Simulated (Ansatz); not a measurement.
# C3H3FO: one species, many methods

Aim: compute C3H3FO with functionals from several rungs and with coupled cluster, and see how far each lands from CCSD(T) at the basis-set limit for the atomisation energy.

Method: functionals in def2-TZVPP, the program's frozen cores in correlated methods; program: Ansatz 0.2.0, Gaussian basis.

The runs, in order: LDA (SPW92), PBE-D4, revPBE-D4, BLYP-D4, r2SCAN-D4, B97M-V, PBE0-D4, B3LYP-D4, r2SCANh-D4, r2SCAN0-D4, HSE06-D4, BHLYP-D4, CAM-B3LYP-D4, LC-ωPBE, ωB97X-V, ωB97M-V, B2PLYP, PBE-QIDH; CCSD(T)/def2-SVP; CCSD(T)/def2-TZVPP; MP2/def2-QZVPP; extrapolation to the limit; RPA on PBE.

### 1 The geometry

The geometry comes from an earlier relaxation with PBE0-D4 in a triple-zeta def2 set; it is a stationary point, not always the lowest conformer.

8 atoms, charge 0, spin multiplicity 1.

Atoms are counted from 1 here; the program's logs count them from 0.

Bond lengths: C1–C2 1.486 Å, C1–H6 1.090 Å, C1–H7 1.095 Å, C1–H8 1.094 Å, C2–C3 1.489 Å, C2–O5 1.213 Å, C3–F4 1.304 Å. Angles: C2–C1–H6 110.2°, C2–C1–H7 109.7°, C2–C1–H8 109.5°, H6–C1–H7 110.0°, H6–C1–H8 110.2°, H7–C1–H8 107.2°, C1–C2–C3 123.3°, C1–C2–O5 126.7°, C3–C2–O5 109.6°, C2–C3–F4 108.9°.

As a file:

```mol
C3H3FO
  3D, bonds by distance, orders not assigned

  8  7  0  0  0  0  0  0  0  0999 V2000
   -0.6181    0.0451    0.7456 C   0  0
    0.2297    0.3585   -0.4335 C   0  0
    0.5779   -0.6418   -1.4802 C   0  0
    1.7615   -1.1261   -1.2244 F   0  0
    0.6260    1.4544   -0.7703 O   0  0
   -0.8732    0.9600    1.2797 H   0  0
   -0.0846   -0.6409    1.4109 H   0  0
   -1.5271   -0.4662    0.4163 H   0  0
  1  2  8  0
  1  6  8  0
  1  7  8  0
  1  8  8  0
  2  3  8  0
  2  5  8  0
  3  4  8  0
M  END
```

### 2 LDA

This LDA is Slater exchange with PW92 correlation.

Contents of in.yaml:

```yaml
crystal:
  periodic: [false, false, false]
  atoms:
    - {symbol: C, position_ang: [-0.618135, 0.045104, 0.745584]}
    - {symbol: C, position_ang: [0.229682, 0.358523, -0.433528]}
    - {symbol: C, position_ang: [0.577937, -0.641815, -1.480238]}
    - {symbol: F, position_ang: [1.761523, -1.126084, -1.224371]}
    - {symbol: O, position_ang: [0.626016, 1.454426, -0.770257]}
    - {symbol: H, position_ang: [-0.873202, 0.959966, 1.279723]}
    - {symbol: H, position_ang: [-0.084581, -0.640905, 1.410943]}
    - {symbol: H, position_ang: [-1.527138, -0.466213, 0.416343]}
basis:
  gaussian: {orbitals: def2-TZVPP}
hamiltonian: {xc: lda}
output: {orbitals: {seedname: orbitals}}
```

Started as:

```sh
> ansatz run in.yaml --threads 2 --pin off --events-out ev --progress --plain --max-ram 4352MiB
```

The runs that follow: PBE-D4 (GGA); revPBE-D4 (GGA); BLYP-D4 (GGA); r2SCAN-D4 (meta-GGA); B97M-V (meta-GGA); PBE0-D4 (hybrid); B3LYP-D4 (hybrid); r2SCANh-D4 (hybrid); r2SCAN0-D4 (hybrid); HSE06-D4 (hybrid); BHLYP-D4 (hybrid); CAM-B3LYP-D4 (range-separated); LC-ωPBE (range-separated); ωB97X-V (range-separated); ωB97M-V (range-separated); B2PLYP (double hybrid); PBE-QIDH (double hybrid); CCSD(T) in def2-SVP; CCSD(T) in def2-TZVPP; MP2 in def2-QZVPP; RPA on PBE orbitals.

**Question.** What will the summary of the whole plan be? Wanted: atomisation energy, CCSD(T)/CBS; farthest beyond LDA; mean size of error, GGA; mean size of error, meta-GGA; mean size of error, hybrid; mean size of error, range-separated; mean size of error, double hybrid; gap, smallest and largest; T1 diagnostic.

The runs gave:

```
                               quantity                                     value
        atomisation energy, CCSD(T)/CBS                                 33.553 eV
    functionals within 0.168 eV (0.5 %)                      B3LYP-D4, r2SCANh-D4
                    farthest beyond LDA                        PBE-D4 (+1.759 eV)
                mean size of error, GGA                                  0.990 eV
           mean size of error, meta-GGA                                  0.297 eV
             mean size of error, hybrid                                  0.571 eV
    mean size of error, range-separated                                  0.226 eV
      mean size of error, double hybrid                                  0.207 eV
              gap, smallest and largest  1.61 eV (LDA (SPW92)), 9.84 eV (LC-ωPBE)
                          T1 diagnostic                                    0.0200
triples share of the correlation energy                                     4.1 %
```

What this shows: The LDA atomisation energy is off by 6.545 eV (20 %): it overbinds. PBE-D4 misses by +1.759 eV. Double hybrids carry the basis error of their MP2 part in triple zeta, and no dispersion term here, so their miss is partly the set-up's. Taken by rung, double hybrid functionals do best (0.207 eV on average) and GGA ones worst beyond LDA (0.990 eV). The gap between the best rungs is small, so their order is not settled. The reference freezes the cores and leaves out relativity and excitations past (T), so misses under about 0.168 eV can't be ranked. Hartree-Fock recovers 68 % of the binding; the rest is correlation. CCSD(T) in def2-SVP is off by -1.577 eV, so the small basis spoils what the method gains. The gap grows from 1.6 to 9.8 eV across the functionals, mostly with the share of exact exchange. The restricted reference is unstable towards a spin-broken one.
